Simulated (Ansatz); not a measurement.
Geometry optimisation, Ansatz, UKS PBE0-D4/6-31G*.

Input:

```yaml
crystal:
  periodic: [false, false, false]
  atoms:
    - { symbol: Si, position_ang: [-0.73976, 1.38406, -1.11991] }
    - { symbol: C, position_ang: [-0.08494, -0.10198, -0.48594] }
    - { symbol: Si, position_ang: [0.59698, -1.11557, 0.88944] }
    - { symbol: H, position_ang: [-2.16054, 1.71349, -1.2414] }
    - { symbol: H, position_ang: [0.01274, 2.43029, -1.81615] }
    - { symbol: H, position_ang: [-0.29868, -2.26234, 1.10389] }
    - { symbol: H, position_ang: [1.91811, -1.62339, 0.48735] }
    - { symbol: H, position_ang: [0.75609, -0.42456, 2.18272] }
magnetization:
  spin_polarized: true
  initial_magnetization: 1
basis:
  gaussian: { orbitals: "6-31G*" }
hamiltonian:
  xc: pbe0
  dispersion: d4
relax:
  f_tol: 0.015
  max_steps: 40
output:
  orbitals: {}
```

Launched with:

```bash
$ ansatz run input.yaml --threads 1 --pin off --max-ram 2048MiB --backend cpu --events-out ev --progress --plain --runs-dir out
```

Where does it end, and by what steps?

It converged. After 7 steps the energy has fallen by 0.223 eV; C2 moved furthest, 0.46 Å.

```
step  energy less start (eV)  largest force component (eV/Å)  accepted
   0                  0.0000                           1.447       yes
   1                 -0.1234                           0.632       yes
   2                 -0.1695                           0.245       yes
   3                 -0.2090                           0.505       yes
   4                 -0.2226                           0.035       yes
   5                 -0.2231                           0.017       yes
   6                 -0.2231                           0.020       yes
   7                 -0.2231                           0.001       yes
```

```xyz
8
Properties=species:S:1:pos:R:3
Si -0.753 1.393 -1.159
C -0.099 0.212 -0.143
Si 0.595 -1.091 0.918
H -2.214 1.576 -1.344
H 0.085 2.343 -1.932
H -0.350 -2.243 1.004
H 1.883 -1.589 0.354
H 0.854 -0.600 2.302
```

Whether the end is a true minimum wasn't checked by a vibrational analysis.

Run time: 30 s on 1 thread of Arm Neoverse V2 (shared host), peak memory 0.16 GiB.
